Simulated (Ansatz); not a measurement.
Barrier HO + CH4 (SMILES C) via CH5O, on the benchmark's geometries as Psi4's copy gives them; open shells unrestricted, no zero-point energy, no spin–orbit coupling.
Transition structure (charge 0, multiplicity 2):
```xyz
7

C     -1.2115     0.0080     0.0004
O      1.2940    -0.1087     0.0001
H      0.0095    -0.1180     0.0028
H     -1.5255    -0.2333     1.0101
H     -1.4307     1.0332    -0.2781
H     -1.5527    -0.7101    -0.7377
H      1.4166     0.8499    -0.0006
```

Run with Ansatz (Gaussian basis) for Hartree–Fock, density functionals and correlated methods. 

The barrier height (kcal/mol) and the share of exact exchange:

| functional | exact exchange (%) | value |
|---|---|---|
| PBE/def2-TZVPPD | 0 | -5.28 |
| PBE0/def2-TZVPPD | 25 | 2.03 |
| BLYP/def2-TZVPPD | 0 | -2.42 |
| B3LYP/def2-TZVPPD | 20 | 2.28 |
| BHLYP/def2-TZVPPD | 50 | 10.00 |
| r2SCAN/def2-TZVPPD | 0 | -0.71 |

**Question.** Take the value as linear in the share of exact exchange along PBE and PBE0. Give the slope, say whether the sign turns, and set the other functionals against that line.

**Answer.** 
Slope: (2.03 − (-5.28))/2.5 = 2.92 kcal/mol for each 10 %. The line crosses zero at 18 %, where the sign would turn. At 50 % it gives 9.3 kcal/mol. The LYP pair gives (10.00 − (-2.42))/5 = 2.48 for each 10 %. BHLYP, at 50 %, lies 0.7 from the PBE line. B3LYP, at 20 %, lies 1.7 from the PBE line. r2SCAN, with none, stands 4.6 from PBE.

Ansatz is a program for electronic structure.
